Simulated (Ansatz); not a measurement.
fcc Rh, treated with LDA (Ansatz, an electronic-structure program, plane waves, PAW).

Run with plane-wave cutoff 520 eV, 24×24×24 k mesh, Fermi–Dirac smearing 0.05 eV, no spin polarisation, scalar-relativistic PAW data made under PBE.

Energies at three volumes about the minimum:

```csv
V (Å³/atom),E − E_lowest (meV/atom)
12.958,5.44
13.223,0.00
13.487,5.06
```

Q: Fit a parabola by hand: where is the minimum, what lattice constant follows, and what is the bulk modulus?

A: Slopes: (0.00 − 5.44)/(13.223 − 12.958) = -20.528 and (5.06 − 0.00)/(13.487 − 13.223) = 19.167 meV/Å³. Curvature E″ = 2 × (19.167 − (-20.528))/(13.487 − 12.958) = 150.076 meV/Å⁶. From the middle of the first interval, the slope vanishes at V0 = 13.0905 − (-20.528)/150.076 = 13.227 Å³/atom. B = V0 E″ = 13.227 × 150.076 meV/Å³ × 0.1602 GPa per meV/Å³ = 318 GPa. With 4 atoms in the cube, a = (4 × 13.227)^(1/3) = 3.754 Å. The full Birch–Murnaghan fit to all volumes gives V0 = 13.222 Å³/atom and B0 = 318 GPa.

Measured, for comparison: bulk modulus 271 GPa (corrected for temperature and zero-point phonon effects, sources range from 271 to 289; as tabulated in Levämäki et al. (2014), arXiv:1402.3671); lattice constant a 3.794 Å (static lattice: zero-point anharmonic expansion removed; as tabulated in Mejia-Rodriguez and Trickey (2018), arXiv:1807.09216). Computed less measured: bulk modulus +17 % (+10 % to +17 % over the range).
